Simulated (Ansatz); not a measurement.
Geometry optimisation, Ansatz 0.2.0, RKS B3LYP-D4/6-31G*.

Input file:

```yaml
crystal:
  periodic: [false, false, false]
  atoms:
    - { symbol: B, position_ang: [0.030618, 0.393943, -0.409373] }
    - { symbol: Cl, position_ang: [-0.014947, 0.018184, 2.630387] }
    - { symbol: F, position_ang: [1.148307, -0.180888, -0.812859] }
    - { symbol: H, position_ang: [-1.005413, -0.176863, -0.562965] }
    - { symbol: H, position_ang: [0.109876, 1.491123, 0.061512] }
    - { symbol: H, position_ang: [-0.029541, 1.124701, 1.884598] }
basis:
  gaussian: { orbitals: "6-31G*" }
hamiltonian:
  xc: b3lyp
  dispersion: d4
relax:
  f_tol: 0.03
  max_steps: 50
output:
  orbitals: {}
```

Command:

```bash
$ ansatz run input.yaml --threads 1 --pin off --max-ram 2048MiB --backend cpu --events-out ev --progress --plain --runs-dir out
```

Problem. Where does it end, and by what steps?

Solution. It converged. The force dipped under the threshold on the way, but the program's further checks kept it going. After 17 steps the energy has fallen by 0.095 eV; H6 moved furthest, 0.86 Å.

```json
{"step": "0", "energy less start (eV)": "0.0000", "largest force component (eV/Å)": "0.907", "accepted": "yes"}
{"step": "1", "energy less start (eV)": "-0.0566", "largest force component (eV/Å)": "0.486", "accepted": "yes"}
{"step": "2", "energy less start (eV)": "-0.0069", "largest force component (eV/Å)": "1.326", "accepted": "no"}
{"step": "3", "energy less start (eV)": "-0.0651", "largest force component (eV/Å)": "0.252", "accepted": "yes"}
{"step": "4", "energy less start (eV)": "-0.0731", "largest force component (eV/Å)": "0.240", "accepted": "yes"}
{"step": "5", "energy less start (eV)": "-0.0805", "largest force component (eV/Å)": "0.073", "accepted": "yes"}
{"step": "6", "energy less start (eV)": "-0.0843", "largest force component (eV/Å)": "0.082", "accepted": "yes"}
{"step": "7", "energy less start (eV)": "-0.0520", "largest force component (eV/Å)": "1.412", "accepted": "no"}
{"step": "8", "energy less start (eV)": "-0.0874", "largest force component (eV/Å)": "0.081", "accepted": "yes"}
{"step": "9", "energy less start (eV)": "-0.0841", "largest force component (eV/Å)": "0.465", "accepted": "no"}
{"step": "10", "energy less start (eV)": "-0.0894", "largest force component (eV/Å)": "0.045", "accepted": "yes"}
{"step": "11", "energy less start (eV)": "-0.0910", "largest force component (eV/Å)": "0.109", "accepted": "yes"}
{"step": "12", "energy less start (eV)": "-0.0933", "largest force component (eV/Å)": "0.039", "accepted": "yes"}
{"step": "13", "energy less start (eV)": "-0.0941", "largest force component (eV/Å)": "0.024", "accepted": "yes"}
{"step": "14", "energy less start (eV)": "-0.0910", "largest force component (eV/Å)": "0.255", "accepted": "no"}
{"step": "15", "energy less start (eV)": "-0.0940", "largest force component (eV/Å)": "0.110", "accepted": "no"}
{"step": "16", "energy less start (eV)": "-0.0945", "largest force component (eV/Å)": "0.042", "accepted": "yes"}
{"step": "17", "energy less start (eV)": "-0.0949", "largest force component (eV/Å)": "0.004", "accepted": "yes"}
```

```xyz
6
Properties=species:S:1:pos:R:3
B 0.016 0.372 -0.585
Cl -0.099 0.000 2.493
F 1.174 -0.232 -0.805
H -0.987 -0.266 -0.703
H 0.036 1.543 -0.336
H 0.098 1.254 2.727
```

Whether the end is a true minimum wasn't checked by a vibrational analysis.

Run time: 25 s on 1 thread of Arm Neoverse V2, on a shared host, peak memory 0.12 GiB.
